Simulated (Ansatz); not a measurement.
# CH4BO: the cost of one run

All numbers are computed with the Python package of Ansatz 0.2.0. Level of theory: B3LYP/def2-SVP.

## Step 1: The structure

Bond lengths: C1–B2 1.519 Å, B2–O3 1.452 Å, C1–H4 1.063 Å, C1–H5 1.145 Å, C1–H6 1.149 Å, B2–H7 1.196 Å. Angles: C1–B2–O3 118.6°, C1–B2–H7 121.3°, O3–B2–H7 120.1°, B2–C1–H4 111.4°, B2–C1–H5 112.3°, B2–C1–H6 112.7°, H4–C1–H5 105.6°, H4–C1–H6 109.1°, H5–C1–H6 105.4°.

The script holds or builds the structure itself.

## Step 2: The code

Contents of ch4bo_scan.py:

```python
"""Stretching a bond of CH4BO, the rest held rigid."""

from dataclasses import dataclass

import ansatz as az
import matplotlib.pyplot as plt
import numpy as np


@dataclass
class Settings:
    basis_set: str = "def2-SVP"
    xc: str = "B3LYP"


settings = Settings()


def main() -> None:
    geometry_ang = [
        ("C", [-0.538, 0.3295, -0.1495]),
        ("B", [0.6961, -0.4533, 0.2633]),
        ("O", [1.3818, -1.2497, -0.7392]),
        ("H", [-1.285, -0.3087, -0.5556]),
        ("H", [-0.3118, 1.0983, -0.9677]),
        ("H", [-0.9903, 0.9322, 0.7174]),
        ("H", [1.1085, -0.4162, 1.3856]),
    ]
    ch4bo = az.Crystal.molecule()
    for symbol, xyz in geometry_ang:
        ch4bo = ch4bo.atom(symbol, xyz)

    symbols = [site.symbol for site in ch4bo.cartesian_sites]
    start = np.array([site.position_ang for site in ch4bo.cartesian_sites])
    axis = (start[4] - start[0]) / np.linalg.norm(start[4] - start[0])
    moving = [4]
    lengths, energies = [0.97, 1.05, 1.15, 1.26, 1.43, 1.72, 2.06, 2.52], []
    for length in lengths:
        xyz = start.copy()
        xyz[moving] += (length - np.linalg.norm(start[4] - start[0])) * axis
        point = az.Crystal.molecule()
        for symbol, place in zip(symbols, xyz):
            point = point.atom(symbol, place.tolist())
        setup = (
            point.calculation()
            .basis(gaussian=settings.basis_set)
            .functional(settings.xc)
            .spin("collinear", total=1)
        )
        rep = setup.run().report
        energies.append(rep["free_energy_ev"])
        print(f"r = {length:6.3f} A  E = {energies[-1]:.5f} eV  <S^2> = {abs(rep['mean_field']['state']['spin_squared']):.3f}")

    print("energy above the lowest point (eV):", [round(e - min(energies), 3) for e in energies])
    plt.figure(figsize=(4.5, 3))
    plt.plot(lengths, np.array(energies) - min(energies), "o-")
    plt.xlabel("bond length (A)")
    plt.ylabel("E - E(min) (eV)")
    plt.tight_layout()
    plt.savefig("scan.png", dpi=100)


if __name__ == "__main__":
    main()
```

## Step 3: The calls as engine input

The engine receives this input (first run):

```yaml
crystal:
  periodic: [false, false, false]
  atoms:
    - { symbol: C, position_ang: [-0.538, 0.3295, -0.1495] }
    - { symbol: B, position_ang: [0.6961, -0.4533, 0.2633] }
    - { symbol: O, position_ang: [1.3818, -1.2497, -0.7392] }
    - { symbol: H, position_ang: [-1.285, -0.3087, -0.5556] }
    - { symbol: H, position_ang: [-0.3464192555073606, 0.9806373844648153, -0.8424768573999893] }
    - { symbol: H, position_ang: [-0.9903, 0.9322, 0.7174] }
    - { symbol: H, position_ang: [1.1085, -0.4162, 1.3856] }
basis:
  gaussian:
    orbitals: def2-SVP
hamiltonian:
  xc: b3lyp
magnetization:
  spin_polarized: true
  initial_magnetization: 1.0
```

## Step 4: Launch

The run is started by

```sh
python ch4bo_scan.py
```

Q: Estimate wall time and peak memory on 1 thread of Arm Neoverse V2, shared host.

About 22 s, with a peak of 0.23 GiB.
